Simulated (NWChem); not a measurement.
Everything below was run with NWChem. System: HS, charge 0, spin multiplicity 2, at a geometry optimised with UPBE0/def2-SVP. The structure started from a generated list of species. Its SCF solution wasn't tested for a lower state. Level: URI-MP2/cc-pVDZ, 5 core orbitals frozen.

The NWChem input:

```
start mol
memory heap 200 mb stack 900 mb global 1100 mb
geometry units angstroms nocenter noautoz
  S      0.000000     0.000000     0.079634
  H      0.000000     0.000000    -1.274140
  symmetry group C2v
end
basis spherical
  * library cc-pvdz
end
basis "ri-mp2 basis" spherical
  * library cc-pvdz-ri
end
scf
  uhf
  nopen 1
  maxiter 100
  thresh 1e-7
  semidirect memsize 60000000 filesize 0
  # guess.movecs holds the orbitals of an unrestricted PBE0 run
  vectors input guess.movecs output mol.movecs
end
mp2
  freeze core 5
end
task rimp2 energy
```

Part of the output:

```
             Northwest Computational Chemistry Package (NWChem) 7.3.0
             --------------------------------------------------------

                                NWChem Input Module
                                -------------------

 Scaling coordinates for geometry "geometry" by  1.889725989
 (inverse scale =  0.529177249)

 Turning off AUTOSYM since
 SYMMETRY directive was detected!

                             Geometry "geometry" -> ""
                             -------------------------

 Output coordinates in angstroms (scale by  1.889725989 to convert to a.u.)

  No.       Tag          Charge          X              Y              Z
 ---- ---------------- ---------- -------------- -------------- --------------
    1 S                   16.0000     0.00000000     0.00000000     0.07963400
    2 H                    1.0000     0.00000000     0.00000000    -1.27414000

 Effective nuclear repulsion energy (a.u.)       6.2542462656

            Nuclear Dipole moment (a.u.)
            ----------------------------
        X                 Y               Z
 ---------------- ---------------- ----------------
     0.0000000000     0.0000000000     0.0000075589

      Symmetry information
      --------------------

 Group name             C2v
 Group number             16
 Group order               4
 No. of unique centers     2

      Symmetry unique atoms

     1    2


 Summary of "ao basis" -> "" (spherical)
 ------------------------------------------------------------------------------
       Tag                 Description            Shells   Functions and Types
 ---------------- ------------------------------  ------  ---------------------
 *                          cc-pvdz                   on all atoms

 Summary of "ri-mp2 basis" -> "" (spherical)
 ------------------------------------------------------------------------------
       Tag                 Description            Shells   Functions and Types
 ---------------- ------------------------------  ------  ---------------------
 *                         cc-pvdz-ri                 on all atoms

 Summary of "ao basis" -> "ao basis" (spherical)
 ------------------------------------------------------------------------------
       Tag                 Description            Shells   Functions and Types
 ---------------- ------------------------------  ------  ---------------------
 S                          cc-pvdz                  8       18   4s3p1d
 H                          cc-pvdz                  3        5   2s1p

                                 NWChem SCF Module
                                 -----------------

  ao basis        = "ao basis"
  functions       =    23
  atoms           =     2
  alpha electrons =     9
  beta  electrons =     8
  charge          =   0.00
  wavefunction    = UHF
  use symmetry    = T
  symmetry adapt  = T

 Summary of "ao basis" -> "ao basis" (spherical)
 ------------------------------------------------------------------------------
       Tag                 Description            Shells   Functions and Types
 ---------------- ------------------------------  ------  ---------------------
 S                          cc-pvdz                  8       18   4s3p1d
 H                          cc-pvdz                  3        5   2s1p

      Symmetry analysis of basis
      --------------------------

        a1         12
        a2          1
        b1          5
        b2          5

 Forming initial guess at       0.0s

   Symmetry analysis of molecular orbitals - initial alpha
   -------------------------------------------------------

  Numbering of irreducible representations:

     1 a1          2 a2          3 b1          4 b2

  Orbital symmetries:

     1 a1          2 a1          3 b2          4 a1          5 b1
     6 a1          7 a1          8 b2          9 b1         10 a1
    11 a1         12 b2         13 a1         14 b1         15 b2
    16 b1         17 a2         18 a1         19 a1

   Symmetry analysis of molecular orbitals - initial beta
   ------------------------------------------------------

  Numbering of irreducible representations:

     1 a1          2 a2          3 b1          4 b2

  Orbital symmetries:

     1 a1          2 a1          3 a1          4 b2          5 b1
     6 a1          7 a1          8 b1          9 b2         10 a1
    11 a1         12 a1         13 b1         14 b2         15 b1
    16 b2         17 a2         18 a1         19 a1

 Starting SCF solution at       0.0s

 ----------------------------------------------
         Quadratically convergent UHF

 Convergence threshold     :          1.000E-07
 Maximum no. of iterations :          100
 Integral*density screening:          1.000E-09
 ----------------------------------------------

              iter       energy          gnorm     gmax       time
             ----- ------------------- --------- --------- --------
                 1     -398.0852737911  2.35D-01  6.90D-02      0.1
                 2     -398.0888953380  5.78D-03  2.15D-03      0.1
                 3     -398.0889041910  3.02D-05  1.19D-05      0.1
                 4     -398.0889041915  5.36D-09  2.01D-09      0.1

       Final UHF  results
       ------------------

         Total SCF energy =   -398.088904191516
      One electron energy =   -562.607721782272
      Two electron energy =    158.264571325135
 Nuclear repulsion energy =      6.254246265621

                       Sz =      0.5000
                 Sz(Sz+1) =      0.7500
                      S^2 =      0.7589

        Time for solution =      0.1s
[...]
    20     -0.890666  2 H  s                 19      0.870440  2 H  s
    16      0.430957  1 S  d  0              13      0.413430  1 S  pz
     3      0.200481  1 S  s                 10     -0.150059  1 S  pz

 Vector   12  Occ=0.000000D+00  E= 6.450363D-01  Symmetry=b2
              MO Center=  5.6D-17,  7.0D-16,  8.7D-02, r^2= 2.5D+00
   Bfn.  Coefficient  Atom+Function         Bfn.  Coefficient  Atom+Function
  ----- ------------  ---------------      ----- ------------  ---------------
    12     -1.189413  1 S  py                 9      1.155061  1 S  py
     6      0.216302  1 S  py

                     UHF Final Beta Molecular Orbital Analysis
                     -----------------------------------------

 Vector    6  Occ=1.000000D+00  E=-8.897594D-01  Symmetry=a1
              MO Center= -6.3D-18, -1.8D-16, -2.7D-01, r^2= 1.0D+00
   Bfn.  Coefficient  Atom+Function         Bfn.  Coefficient  Atom+Function
  ----- ------------  ---------------      ----- ------------  ---------------
     3      0.481030  1 S  s                  4      0.443107  1 S  s
    19      0.240633  2 H  s

 Vector    7  Occ=1.000000D+00  E=-5.253137D-01  Symmetry=a1
              MO Center= -1.2D-16, -9.7D-17, -1.1D-01, r^2= 1.6D+00
   Bfn.  Coefficient  Atom+Function         Bfn.  Coefficient  Atom+Function
  ----- ------------  ---------------      ----- ------------  ---------------
    10      0.414632  1 S  pz                19     -0.363510  2 H  s
     4      0.351169  1 S  s                 13      0.288096  1 S  pz
     3      0.193400  1 S  s                 20     -0.156012  2 H  s

 Vector    8  Occ=1.000000D+00  E=-3.741097D-01  Symmetry=b1
              MO Center= -5.5D-16, -3.4D-16,  6.0D-02, r^2= 1.5D+00
   Bfn.  Coefficient  Atom+Function         Bfn.  Coefficient  Atom+Function
  ----- ------------  ---------------      ----- ------------  ---------------
    11      0.560662  1 S  px                 8      0.545555  1 S  px

 Vector    9  Occ=0.000000D+00  E= 1.567027D-02  Symmetry=b2
              MO Center= -1.6D-16, -3.5D-16,  6.0D-02, r^2= 1.7D+00
   Bfn.  Coefficient  Atom+Function         Bfn.  Coefficient  Atom+Function
  ----- ------------  ---------------      ----- ------------  ---------------
    12      0.697848  1 S  py                 9      0.399266  1 S  py

 Vector   10  Occ=0.000000D+00  E= 1.690560D-01  Symmetry=a1
              MO Center= -7.0D-17, -6.6D-17, -1.0D+00, r^2= 3.1D+00
   Bfn.  Coefficient  Atom+Function         Bfn.  Coefficient  Atom+Function
  ----- ------------  ---------------      ----- ------------  ---------------
    20      1.656923  2 H  s                  4     -1.027032  1 S  s
    13      1.025904  1 S  pz                10      0.252317  1 S  pz
    19      0.159813  2 H  s

 Vector   11  Occ=0.000000D+00  E= 4.841914D-01  Symmetry=a1
              MO Center= -1.0D-16, -4.8D-17, -7.4D-01, r^2= 2.4D+00
   Bfn.  Coefficient  Atom+Function         Bfn.  Coefficient  Atom+Function
  ----- ------------  ---------------      ----- ------------  ---------------
    19      0.898670  2 H  s                 20     -0.870089  2 H  s
    13      0.439760  1 S  pz                16      0.413105  1 S  d  0

 center of mass
 --------------
 x =   0.00000000 y =   0.00000000 z =   0.07230910

 moments of inertia (a.u.)
 ------------------
           6.394353227038           0.000000000000           0.000000000000
           0.000000000000           6.394353227038           0.000000000000
           0.000000000000           0.000000000000           0.000000000000

  Mulliken analysis of the total density
  --------------------------------------

    Atom       Charge   Shell Charges
 -----------   ------   -------------------------------------------------------
    1 S   16    16.09   2.00  2.01  0.94  0.96  6.00  2.20  1.96  0.04
    2 H    1     0.91   0.70  0.18  0.03

  Mulliken analysis of the alpha density
  --------------------------------------

    Atom       Charge   Shell Charges
 -----------   ------   -------------------------------------------------------
    1 S   16     8.57   1.00  1.00  0.47  0.49  3.00  1.37  1.21  0.02
    2 H    1     0.43   0.33  0.08  0.02

   Mulliken analysis of the beta density
   -------------------------------------

    Atom       Charge   Shell Charges
 -----------   ------   -------------------------------------------------------
    1 S   16     7.52   1.00  1.00  0.46  0.47  3.00  0.82  0.75  0.02
    2 H    1     0.48   0.36  0.10  0.02

   Mulliken analysis of the spin density
   -------------------------------------

    Atom       Charge   Shell Charges
 -----------   ------   -------------------------------------------------------
    1 S   16     1.04  -0.00  0.00  0.01  0.02 -0.00  0.55  0.46  0.00
    2 H    1    -0.04  -0.03 -0.02  0.00

       Multipole analysis of the density wrt the origin
       ------------------------------------------------

     L   x y z        total         alpha         beta         nuclear
     -   - - -        -----         -----         ----         -------
     0   0 0 0     -0.000000     -9.000000     -8.000000     17.000000

     1   1 0 0      0.000000      0.000000      0.000000      0.000000
     1   0 1 0      0.000000      0.000000      0.000000      0.000000
     1   0 0 1     -0.404622     -0.243601     -0.161028      0.000008

     2   2 0 0    -11.623586     -6.244921     -5.378665      0.000000
     2   1 1 0      0.000000      0.000000      0.000000      0.000000
     2   1 0 1      0.000000     -0.000000      0.000000      0.000000
     2   0 2 0     -9.492067     -6.291303     -3.200764      0.000000
     2   0 1 1      0.000000      0.000000     -0.000000      0.000000
     2   0 0 2     -8.905977     -7.887018     -7.178681      6.159721

                               NWChem RI-MP2 Module
                               --------------------

 Summary of "ri-mp2 basis" -> "ri-mp2 basis" (spherical)
 ------------------------------------------------------------------------------
       Tag                 Description            Shells   Functions and Types
 ---------------- ------------------------------  ------  ---------------------
 S                         cc-pvdz-ri               24       76   9s7p5d3f
 H                         cc-pvdz-ri                6       14   3s2p1d

 SCF Reference Information:
            File: './mol.movecs'
           Title: ''
    Size (AOxMO):     23 x (     23,     23)
       Total Occ:                 9.00,   8.00
 RI-MP2 Calculation Information:
          Nr. of AO basis functions:         23
     Nr. of fitting basis functions:         90
               Nr. of MO spin cases:          2
        Nr. of MOs to be correlated:         18         18
     Nr. of occupied MOs correlated:          4          3
      Nr. of virtual MOs correlated:         14         15

          RI integral approximation: 'V'
    Threshold for Schwarz screening:  1.000E-09
 Smallest eigenvalue retained in fit  1.000E-08
    Type of storage for MO integrals 'EAF library'

 Transformation block size    4, requiring     1 integral passes.
 XForm_3cInts: Completed     1:    4 pass.
 Transformation block size    3, requiring     1 integral passes.
 XForm_3cInts: Completed     1:    3 pass.
 Energy evaluation using block sizes     4    4
 RIMP2_V_E2: Approx. ints. done (    1:    4,    1:    4)
 RIMP2_V_E2: Copy to B done (    1:    4,    1:    4)
 RIMP2_V_E2: Denominators done (    1:    4,    1:    4)
 RIMP2_V_E2: Completed block (    1:    4,    1:    4)
 RIMP2_V_E2: Approx. ints. done (    1:    4,    1:    3)
 RIMP2_V_E2: Copy to B done (    1:    4,    1:    3)
 RIMP2_V_E2: Denominators done (    1:    4,    1:    3)
 RIMP2_V_E2: Completed block (    1:    4,    1:    3)
 RIMP2_V_E2: Approx. ints. done (    1:    3,    1:    3)
 RIMP2_V_E2: Copy to B done (    1:    3,    1:    3)
 RIMP2_V_E2: Denominators done (    1:    3,    1:    3)
 RIMP2_V_E2: Completed block (    1:    3,    1:    3)

          -------------------------------------------
          SCF energy                -398.088904191516
          Correlation energy          -0.112173495346
          Total MP2 energy          -398.201077686861
          -------------------------------------------

 -----------------------
 Performance information
 -----------------------

 Timer overhead =  9.58D-08 seconds/call

               Nr. of calls         CPU time (s)                 Wall time (s)                GFlops
             ---------------    -------------------     ------------------------------   -------------------
Name         Min   Avg   Max    Min     Avg     Max     Min     Avg     Max   Mx/calls   Min     Max     Sum
Overall       1     1     1   0.16    0.16    0.16     0.16    0.16    0.16    0.16      0.0     0.0     0.0
3c integr     2     2     2   2.04E-2 2.04E-2 2.04E-2  2.04E-2 2.04E-2 2.04E-2 1.02E-2   0.0     0.0     0.0
Energy        1     1     1   9.24E-4 9.24E-4 9.24E-4  9.24E-4 9.24E-4 9.24E-4 9.24E-4   0.0     0.0     0.0
3c integr     2     2     2   1.99E-2 1.99E-2 1.99E-2  1.99E-2 1.99E-2 1.99E-2 9.96E-3   0.0     0.0     0.0
First 2/3     6     6     6   1.11E-4 1.11E-4 1.11E-4  1.11E-4 1.11E-4 1.11E-4 1.85E-5   0.0     0.0     0.0
Final 1/3     2     2     2   1.12E-4 1.12E-4 1.12E-4  1.12E-4 1.12E-4 1.12E-4 5.62E-5   0.0     0.0     0.0
Write 3c      2     2     2   1.14E-4 1.14E-4 1.14E-4  1.14E-4 1.14E-4 1.14E-4 5.69E-5   0.0     0.0     0.0
Read 3c i     3     3     3   4.89E-5 4.89E-5 4.89E-5  4.89E-5 4.89E-5 4.89E-5 1.63E-5   0.0     0.0     0.0
Fitting b     1     1     1   3.23E-3 3.23E-3 3.23E-3  3.23E-3 3.23E-3 3.23E-3 3.23E-3   0.0     0.0     0.0
Schwarz i     1     1     1   3.58E-3 3.58E-3 3.58E-3  3.58E-3 3.58E-3 3.58E-3 3.58E-3   0.0     0.0     0.0
Form 4ci      3     3     3   6.30E-5 6.30E-5 6.30E-5  6.30E-5 6.30E-5 6.30E-5 2.10E-5   0.0     0.0     0.0
Form A &      3     3     3   4.47E-4 4.47E-4 4.47E-4  4.47E-4 4.47E-4 4.47E-4 1.49E-4   0.0     0.0     0.0
Denominat     3     3     3   6.35E-6 6.35E-6 6.35E-6  6.35E-6 6.35E-6 6.35E-6 2.12E-6   0.0     0.0     0.0
Pair Ener     3     3     3   5.98E-5 5.98E-5 5.98E-5  5.98E-5 5.98E-5 5.98E-5 1.99E-5   0.0     0.0     0.0

 The average no. of pstat calls per process was 3.30D+01
 with a timing overhead of 3.16D-06s

 Task  times  cpu:        0.2s     wall:        0.2s

 Total times  cpu:        0.2s     wall:        0.2s
```
